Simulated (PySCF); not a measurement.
## Vertical excitation energies

Silicon sulfide, SiS (singlet state).
SMILES: `[Si]=S`

The calculation used TDDFT CAM-B3LYP/def2-SVPD, vertical, gas phase, core orbitals frozen in the response (PySCF 2.14.0, density-fitted response routines). Isolated species at its GFN2-xTB geometry, gas phase.

```json
{"state": "S1", "E (eV)": "3.76", "E (kJ/mol)": "363", "λ (nm)": "329.7", "f": "0.0000", "symmetry": "–", "main configurations (H = HOMO, L = LUMO)": "H-1/H→L/L+1 (≥85%)"}
{"state": "S2", "E (eV)": "4.05", "E (kJ/mol)": "391", "λ (nm)": "306.3", "f": "0.0000", "symmetry": "–", "main configurations (H = HOMO, L = LUMO)": "H-1/H→L/L+1 (≥82%)"}
{"state": "S3", "E (eV)": "4.05", "E (kJ/mol)": "391", "λ (nm)": "306.3", "f": "0.0000", "symmetry": "–", "main configurations (H = HOMO, L = LUMO)": "H-1/H→L/L+1 (≥82%)"}
{"state": "S4", "E (eV)": "4.34", "E (kJ/mol)": "419", "λ (nm)": "285.6", "f": "0.019", "symmetry": "Π", "main configurations (H = HOMO, L = LUMO)": "H-2→L/L+1 (98%)"}
{"state": "S5", "E (eV)": "4.34", "E (kJ/mol)": "419", "λ (nm)": "285.6", "f": "0.019", "symmetry": "Π", "main configurations (H = HOMO, L = LUMO)": "H-2→L/L+1 (98%)"}
{"state": "S6", "E (eV)": "5.89", "E (kJ/mol)": "568", "λ (nm)": "210.5", "f": "0.157", "symmetry": "Σ+", "main configurations (H = HOMO, L = LUMO)": "H-1/H→L/L+1 (≥72%), H-2→L+2 (8%)"}
{"state": "S7", "E (eV)": "7.35", "E (kJ/mol)": "709", "λ (nm)": "168.8", "f": "0.085", "symmetry": "Π", "main configurations (H = HOMO, L = LUMO)": "H-1/H→L+2 (≥96%)"}
{"state": "S8", "E (eV)": "7.35", "E (kJ/mol)": "709", "λ (nm)": "168.8", "f": "0.085", "symmetry": "Π", "main configurations (H = HOMO, L = LUMO)": "H-1/H→L+2 (≥96%)"}
```

Triplets (Tamm–Dancoff): T1 3.10 eV, H-1/H→L/L+1 (≥84%); T2 3.20 eV, H-2→L/L+1 (98%); T3 3.20 eV, H-2→L/L+1 (98%).

The lowest singlet comes at 330 nm (363 kJ/mol) in the ultraviolet; it is dark (f under 0.0005); its leading configuration is HOMO-1/HOMO→LUMO/LUMO+1 (≥85%). The strongest level in the table is S7/S8 at 7.35 eV (169 nm, f = 0.170 summed). It is the last of those listed, so stronger ones may follow. S2/S3, S4/S5 and S7/S8 lie within about 0.01 eV of each other in each set; the point group C∞v has degenerate representations, and within a degenerate level the listed configurations can mix freely. Löwdin shares by element: HOMO (one of a set within 0.03 eV) sulfur 75%, silicon 25%; LUMO (one of a set within 0.03 eV) silicon 70%, sulfur 30%. Of the 8 states listed, 5 reach f = 0.01 and 3 stay under 0.0005. Orbital energies (eV): HOMO-3 -13.85, HOMO-2 -9.45, HOMO-1 -9.31, HOMO -9.31, LUMO -1.47, LUMO+1 -1.47, LUMO+2 1.32. Weighted by f, the mean energy of these states is 6.41 eV. Symmetry labels in C∞v follow from the direction of the transition dipole and are given only for states with f of 0.002 or more. Orbitals of the list HOMO-3 to LUMO+2 that lie within 0.01 eV of each other are written together with a slash and their weights summed (≥ marks a lower bound); for degenerate orbitals outside that list single weights are arbitrary. Singlets were solved by full linear response, triplets in the Tamm–Dancoff approximation.

On one thread, Arm Neoverse V1, on a shared host, this took 1.1 s.
